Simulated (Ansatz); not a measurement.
## Dissociation curves of SiHF (SMILES F[SiH])

SiHF: 3 atoms, total charge 0, spin state singlet. SMILES: `F[SiH]`. Geometry: relaxed at PBE0-D4/def2-TZVP.

| atom | x (Å) | y (Å) | z (Å) |
| --- | --- | --- | --- |
| F | -1.0902 | 0.0244 | -0.6023 |
| Si | 0.1868 | 0.6294 | 0.1738 |
| H | 0.8924 | -0.7186 | 0.4153 |

The F1–Si2 distance is scanned; the parts on either side stay rigid. Basis STO-3G, 6 core orbitals frozen in the correlated methods; program Ansatz 0.2.0. FCI is exact within this basis and core. Energies in eV from each method's value at 1.612 Å; methods without a U are spin-restricted. The shape above is that at 1.612 Å.

| distance (Å) | HF | revPBE | PBE0 | CCSDT(Q) | FCI |
| --- | --- | --- | --- | --- | --- |
| 1.612 | 0.00 | 0.00 | 0.00 | 0.00 | 0.00 |
| 2.015 | 2.04 | 1.20 | 1.59 | 1.42 | 1.44 |
| 2.418 | 5.10 | 3.45 | 4.16 | 3.30 | 3.33 |
| 3.224 | 9.10 | 6.15 | 7.27 | 4.47 | 4.45 |
| 4.030 | 10.50 | 6.86 | 8.19 | 4.55 | 4.51 |

Departure from the FCI curve at its largest: HF +5.98 eV at 4.03 Å; revPBE +2.35 eV at 4.03 Å; PBE0 +3.67 eV at 4.03 Å; CCSDT(Q) +0.04 eV at 4.03 Å. Restricted functionals keep the electrons paired too, and rise too high. Restricted Hartree–Fock keeps the electrons paired, so it rises far too high as the bond breaks.
